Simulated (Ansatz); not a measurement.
Input file:

```yaml
crystal:
  periodic: [false, false, false]
  atoms:
    - {symbol: Si, position_ang: [0.000000, -0.386578, 1.794001]}
    - {symbol: P, position_ang: [0.000000, 0.701061, 0.000000]}
    - {symbol: Si, position_ang: [0.000000, -0.386578, -1.794001]}
basis:
  gaussian: {orbitals: cc-pVDZ}
magnetization: {spin_polarized: true, initial_magnetization: 1}
correlation: {method: bccd_t, electrons: valence}
```

```sh
$ ansatz run in.yaml --threads 1 --pin off --events-out ev --progress --plain --max-ram 2393MiB
```

The program prints:

```
562 factors; integrals over basis functions are off by at most 9.1e-4 eV
mean field evaluation 1: about -24992.6464 eV, gradient 8.3e0 eV
mean field evaluation 2: about -24992.9158 eV, gradient 8.4e0 eV
mean field evaluation 4: about -24993.9562 eV, gradient 2.2e0 eV
mean field evaluation 8: about -24994.2600 eV, gradient 2.0e-1 eV
mean field evaluation 16: about -24994.2633 eV, gradient 2.5e-6 eV
mean field evaluation 32: about -24994.2633 eV, gradient 1.3e-2 eV
mean field evaluation 64: about -24993.8625 eV, gradient 2.8e0 eV
mean field evaluation 96: about -24993.7822 eV, gradient 1.3e-6 eV
mean field evaluation 128: about -24989.9567 eV, gradient 1.1e1 eV
mean field evaluation 160: about -24993.2837 eV, gradient 3.2e-1 eV
...
mean field -24994.26330230 eV, -918.5222346393 hartree, gradient 3.2e-6 eV, S^2 1.051527; 23 other end points of the search recorded, 0 dependent functions left out
determinant -24994.26330230 eV, -918.5222346393 hartree, with singles and doubles -25002.06009874 eV, -918.8087616236 hartree
determinant -24993.78216229 eV, -918.5045530702 hartree, with singles and doubles -25001.57207748 eV, -918.7908271731 hartree
determinant -24993.69394047 eV, -918.5013109781 hartree, with singles and doubles -25001.54666663 eV, -918.7898933416 hartree
determinant -24993.29134883 eV, -918.4865160081 hartree, with singles and doubles -25001.36500650 eV, -918.7832174550 hartree
determinant -24991.94772413 eV, -918.4371387111 hartree, with singles and doubles -24998.92920887 eV, -918.6937035430 hartree
determinant -24991.60096390 eV, -918.4243955076 hartree, with singles and doubles -24998.97965591 eV, -918.6955574377 hartree
determinant -24991.52926574 eV, -918.4217606488 hartree, with singles and doubles -24999.00823269 eV, -918.6966076149 hartree
determinant -24991.52017699 eV, -918.4214266435 hartree, with singles and doubles -24999.05572115 eV, -918.6983527838 hartree
determinant -24991.51448867 eV, -918.4212176019 hartree, with singles and doubles -24999.06412430 eV, -918.6986615937 hartree
determinant -24991.34093592 eV, -918.4148396557 hartree, with singles and doubles -24998.77067595 eV, -918.6878775657 hartree
determinant -24991.34011539 eV, -918.4148095019 hartree, with singles and doubles -24998.98884192 eV, -918.6958950175 hartree
determinant -24991.33334440 eV, -918.4145606726 hartree, with singles and doubles -24999.88795007 eV, -918.7289366326 hartree
determinant -24991.10030654 eV, -918.4059966893 hartree, with singles and doubles -24998.74636568 eV, -918.6869841800 hartree
determinant -24990.96938131 eV, -918.4011852759 hartree, with singles and doubles -24998.87089589 eV, -918.6915605805 hartree
determinant -24990.93977826 eV, -918.4000973838 hartree, with singles and doubles -24998.98774591 eV, -918.6958547396 hartree
determinant -24990.77899595 eV, -918.3941887427 hartree, with singles and doubles -24998.77594678 eV, -918.6880712651 hartree
determinant -24994.26330230 eV, -918.5222346393 hartree, with singles and doubles -25002.06580647 eV, -918.8089713789 hartree
determinant -24993.78216229 eV, -918.5045530702 hartree, with singles and doubles -25001.58285923 eV, -918.7912233954 hartree
determinant -24993.69394047 eV, -918.5013109781 hartree, with singles and doubles -25001.56947128 eV, -918.7907313971 hartree
15 core orbitals not correlated: weight in the atoms' cores, before any rotation towards them, 1.000 or more for the frozen orbitals, at most 0.000 for the correlated occupied ones
reference -24994.26330230 eV, -918.5222346393 hartree; 7, 6 occupied and 32, 33 virtual orbitals, 562 factors
second order -6.55133041 eV of doubles, -0.00000000 eV of singles
...
cycle   3  -7.75836955 eV  change    1.1e-2 eV  update   5.9e-3
cycle   4  -7.75277793 eV  change    5.6e-3 eV  update   3.4e-3
cycle   5  -7.75303098 eV  change   -2.5e-4 eV  update   1.7e-3
cycle   6  -7.75333869 eV  change   -3.1e-4 eV  update   7.7e-4
cycle   7  -7.75327005 eV  change    6.9e-5 eV  update   3.3e-4
cycle   8  -7.75330491 eV  change   -3.5e-5 eV  update   1.4e-4
cycle   9  -7.75333473 eV  change   -3.0e-5 eV  update   6.7e-5
cycle  10  -7.75335141 eV  change   -1.7e-5 eV  update   3.3e-5
cycle  11  -7.75336733 eV  change   -1.6e-5 eV  update   1.8e-5
cycle  12  -7.75335975 eV  change    7.6e-6 eV  update   8.2e-6
perturbative correction -0.52703439 eV, -0.0193681567 hartree
Total energy: -25002.54369644 eV, -918.8265335115 hartree
```

The singles that turn the determinant into the Brueckner one have T1 = 0.059.

Ran on 1 thread of AMD EPYC 9R45, shared host: 12 s wall, 0.17 GiB peak host memory.
